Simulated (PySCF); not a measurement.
Isopropylamine, SMILES CC(C)N (C3H9N), singlet at its PBE0/def2-SVP optimised geometry (Å):

```
13

C      0.6668     0.7600    -1.2526
C      0.1748     0.0499     0.0000
C     -1.3451     0.0159     0.0621
N      0.6797    -1.3153     0.0000
H      0.3006     1.7971    -1.2940
H      0.3205     0.2261    -2.1515
H      1.7681     0.7938    -1.2844
H      0.5303     0.6379     0.8767
H     -1.6949    -0.4870     0.9784
H     -1.7472    -0.5385    -0.8004
H     -1.7681     1.0320     0.0579
H      0.3958    -1.7971     0.8515
H      1.6984    -1.3153     0.0000
```

Level of theory: PBE0/def2-TZVP in PySCF. Cells within 0.4 Å of a nucleus heavier than hydrogen are left out (blank, or x).

Map of the deformation density (molecule minus spherical neutral atoms) (e/bohr³) on the plane z = 0.0 Å:

```
|11111111111111111111111111111|
|11111111111111111111111111111|
|11111111111111111111111111111|
|11111111111111111111111111111|
|11111111111111111111111111111|
|11111111111111111111111111111|
|11111111111111111111111111111|
|11111111111111111111111111111|
|11111110011111111111111111111|
|11111100111100000111111111111|
|11111112531100000001111111111|
|11111114962100011101111111111|
|11111114873220012100111111111|
|111111114xx454xx2000111111111|
|11111100xxx787xxx000011111111|
|111111113xx343xx3100011111111|
|11111111220111266211001111111|
|11111111110000255222100111111|
|1111111111000001xx68500111111|
|1111111111100013xx69600111111|
|11111111111111245123200111111|
|11111111111111122111101111111|
|11111111111111111111111111111|
|11111111111111111111111111111|
|11111111111111111111111111111|
|11111111111111111111111111111|
|11111111111111111111111111111|
|11111111111111111111111111111|
|11111111111111111111111111111|
```
Scale: ten equal steps from -0.019 (start of '0') to 0.106 (end of '9'), in the order '0123456789'; x runs from -4.00 to 4.00, y from -4.00 (bottom) to 4.00 (top).
